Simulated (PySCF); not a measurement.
Species: ethyl propyl sulfide, C5H12S.
Atom-mapped SMILES: `[CH3:1][CH2:2][CH2:3][S:4][CH2:5][CH3:6]` (hydrogens: H7, H8, H9 on C1; H10, H11 on C2; H12, H13 on C3; H14, H15 on C5; H16, H17, H18 on C6)

The same species was optimised twice, with GFN2-xTB and with PBE0-D3(BJ)/def2-SVP (PySCF), and the same property calculations (PySCF, gas phase) were run on both structures.

```json
{"coordinate": "S4–C5 (Å)", "GFN2-xTB": "1.826", "PBE0-D3(BJ)/def2-SVP": "1.815", "change": "-0.011"}
{"coordinate": "C3–S4 (Å)", "GFN2-xTB": "1.826", "PBE0-D3(BJ)/def2-SVP": "1.817", "change": "-0.009"}
{"coordinate": "C1–C2 (Å)", "GFN2-xTB": "1.523", "PBE0-D3(BJ)/def2-SVP": "1.519", "change": "-0.004"}
{"coordinate": "C2–C3 (Å)", "GFN2-xTB": "1.522", "PBE0-D3(BJ)/def2-SVP": "1.523", "change": "+0.001"}
{"coordinate": "C5–C6 (Å)", "GFN2-xTB": "1.517", "PBE0-D3(BJ)/def2-SVP": "1.517", "change": "0.000"}
{"coordinate": "C2–C3–S4 (°)", "GFN2-xTB": "113.3", "PBE0-D3(BJ)/def2-SVP": "115.6", "change": "+2.3"}
{"coordinate": "C1–C2–C3 (°)", "GFN2-xTB": "112.0", "PBE0-D3(BJ)/def2-SVP": "114.2", "change": "+2.2"}
{"coordinate": "S4–C5–C6 (°)", "GFN2-xTB": "112.7", "PBE0-D3(BJ)/def2-SVP": "114.9", "change": "+2.2"}
{"coordinate": "C3–S4–C5 (°)", "GFN2-xTB": "101.4", "PBE0-D3(BJ)/def2-SVP": "101.8", "change": "+0.4"}
{"coordinate": "C1–C2–C3–S4 (°)", "GFN2-xTB": "65", "PBE0-D3(BJ)/def2-SVP": "60", "change": "-5"}
{"coordinate": "C2–C3–S4–C5 (°)", "GFN2-xTB": "80", "PBE0-D3(BJ)/def2-SVP": "62", "change": "-18"}
{"coordinate": "C3–S4–C5–C6 (°)", "GFN2-xTB": "78", "PBE0-D3(BJ)/def2-SVP": "64", "change": "-14"}
```

Rotational constants: A = 5507, B = 1441, C = 1353 MHz (GFN2-xTB) against A = 4298, B = 1641, C = 1497 MHz (PBE0-D3(BJ)/def2-SVP). Point groups within 0.08 Å: C1 and C1.

On the GFN2-xTB structure: lowest triplet, Tamm–Dancoff (eV) 5.04 [B3LYP/def2-SVPD]; isotropic polarisability (au) 84.8 [B3LYP/def2-SVPD]; HOMO (eV) -6.01 [B3LYP/def2-SVPD]; LUMO (eV) 0.36 [B3LYP/def2-SVPD]; dipole (D) 1.73 [B3LYP/def2-SVPD]; HOMO (eV) -6.25 [PBE0/pcSseg-1]; LUMO (eV) 1.26 [PBE0/pcSseg-1]; dipole (D) 1.76 [PBE0/pcSseg-1]; GIAO shielding of C1 (ppm) 173.0 [PBE0/pcSseg-1]; GIAO shielding of C2 (ppm) 163.1 [PBE0/pcSseg-1]; GIAO shielding of C3 (ppm) 149.9 [PBE0/pcSseg-1]; GIAO shielding of S4 (ppm) 509.7 [PBE0/pcSseg-1]; GIAO shielding of C5 (ppm) 157.6 [PBE0/pcSseg-1]; GIAO shielding of C6 (ppm) 169.8 [PBE0/pcSseg-1].

Problem. What do these properties become on the PBE0-D3(BJ)/def2-SVP structure?

Solution. 
```csv
property,level,on GFN2-xTB,on PBE0-D3(BJ)/def2-SVP,change
"lowest triplet, Tamm–Dancoff (eV)",B3LYP/def2-SVPD,5.04,5.06,+0.02
isotropic polarisability (au),B3LYP/def2-SVPD,84.8,85.2,+0.4
HOMO (eV),B3LYP/def2-SVPD,-6.01,-6.04,-0.03
LUMO (eV),B3LYP/def2-SVPD,0.36,0.28,-0.08
dipole (D),B3LYP/def2-SVPD,1.73,1.72,-0.01
"energy, GFN2-xTB geometry as zero (kcal/mol)",B3LYP/def2-SVPD,0.0,-1.0,-1.0
HOMO (eV),PBE0/pcSseg-1,-6.25,-6.27,-0.02
LUMO (eV),PBE0/pcSseg-1,1.26,1.14,-0.12
dipole (D),PBE0/pcSseg-1,1.76,1.75,-0.01
"energy, GFN2-xTB geometry as zero (kcal/mol)",PBE0/pcSseg-1,0.0,-0.7,-0.7
GIAO shielding of C1 (ppm),PBE0/pcSseg-1,173.0,172.2,-0.8
GIAO shielding of C2 (ppm),PBE0/pcSseg-1,163.1,165.3,+2.2
GIAO shielding of C3 (ppm),PBE0/pcSseg-1,149.9,152.0,+2.1
GIAO shielding of S4 (ppm),PBE0/pcSseg-1,509.7,533.6,+23.9
GIAO shielding of C5 (ppm),PBE0/pcSseg-1,157.6,160.3,+2.7
GIAO shielding of C6 (ppm),PBE0/pcSseg-1,169.8,170.0,+0.2
```

The heavy atoms differ by 0.292 Å rms after alignment. Among bonds between heavy atoms S4–C5 changes most (-0.011 Å). Changes are differences of the printed values. Neither structure is proved a minimum here.

Conformer computed: `[CH3:1][CH2:2][CH2:3][S:4][CH2:5][CH3:6]`: C1–C2–C3–S4 60°, C2–C3–S4–C5 62°, C3–S4–C5–C6 64°.
